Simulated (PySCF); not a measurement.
Molecule: SMILES N, H₃N.

Atoms are numbered as in `[NH3:1]`. Each H is labelled by its parent atom.

Geometry PBE0-D3(BJ)/def2-SVP throughout; GIAO in PySCF, gas phase, one conformer, non-relativistic; equivalent atoms averaged; basis pcSseg-2.

(1) How do the absolute shieldings σ depend on the functional? (ppm; last column core-seconds on 1 thread of an Arm Neoverse V1, shared host; the GGAs took longer than the global hybrids here, which isn't the general rule, and the cause wasn't traced)

(2) Which nucleus moves most, in ppm?

Answers

(1) 
```tsv
functional	kind	N1	H(N1)	core-s
HF	Hartree–Fock	260.7	31.42	0.3
LDA	LDA	266.7	31.27	0.9
PBE	GGA	261.0	31.63	1.2
BLYP	GGA	257.5	31.73	1.2
BP86	GGA	259.2	31.67	1.2
OPBE	GGA	262.8	31.69	1.2
KT2	GGA	260.1	31.65	1.3
KT3	GGA	258.7	31.76	1.3
B97-D	GGA	257.9	31.73	1.2
B3LYP	global hybrid	258.5	31.60	0.9
PBE0	global hybrid	261.7	31.51	0.8
mPW1PW91	global hybrid	260.5	31.54	0.9
WP04	global hybrid	244.7	31.64	0.9
B97-2	global hybrid	259.6	31.60	0.9
BHandHLYP	global hybrid	259.8	31.45	0.8
CAM-B3LYP	range-separated hybrid	261.8	31.46	1.1
wB97X-D	range-separated hybrid	260.1	31.53	1.1
LC-wPBE	range-separated hybrid	264.1	31.46	1.6
```

(2) N1 (nitrogen bonded to 3 H): from 244.7 ppm with WP04 to 266.7 ppm with LDA. The smallest spread is 0.49 ppm, at H(N1).
